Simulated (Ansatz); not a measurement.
A calculation with Ansatz (development build ahead of 0.2.0).

```yaml
crystal:
  periodic: [false, false, false]
  atoms:
    - { symbol: B, position_ang: [0.0, 0.0, 0.0] }
    - { symbol: Si, position_ang: [0.769, 1.02534, 2.21992] }
basis:
  gaussian: { orbitals: STO-3G }
magnetization:
  initial_magnetization: 1
hamiltonian:
  xc: hf
correlation:
  method: fci
  frozen_orbitals: { B: 1, Si: 5 }
```

The input is written out in the form of the current development build from the run's settings.

Output:

```
Converged    : yes
Total energy : -309.72160 hartree
State        : lowest doublet root, of any spatial symmetry
```
